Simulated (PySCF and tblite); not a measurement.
Values are calculated unless marked as measured or tabulated.
C₄H₅N, numbered as in [CH2:1]=[CH:2][CH2:3][C:4]#[N:5].

Conformers came from 90 starts (ETKDG and KDG, MMFF94s, GFN2-xTB); geometries are PBE0-D3(BJ)/def2-SVP. Weights use PBE0-D3(BJ)/def2-TZVP energies plus GFN2-xTB zero-point and thermal terms (modes under about 100 cm⁻¹ blended into free rotors). Symmetry numbers and mirror images are counted. Conformers within 4 kcal/mol (GFN2-xTB free energy) were kept, 5 at most. Programs: PySCF with density fitting and tblite.

Rotational constants are equilibrium values for the commonest isotopes; dipoles come from the energy level named.

Torsions listed: C1–C2–C3–C4. Of a mirror pair one member is shown.

```tsv
conformer	shape	symmetry
1	0°	Cs
2	123°	C1 (pair)
```

(1) Give the rotational constants and dipole components, as needed to look for these species in a jet-cooled rotational spectrum.

## Answers

(1) 
```
conformer  A (MHz)  B (MHz)  C (MHz)  abs μa (D)  abs μb (D)  abs μc (D)      κ  Ic−Ia−Ib (u Å²)
        1    11453     3696     2843        3.12        2.36        0.00  -0.80             -3.1
        2    19387     2625     2506        3.59        1.79        0.19  -0.99            -16.9
```
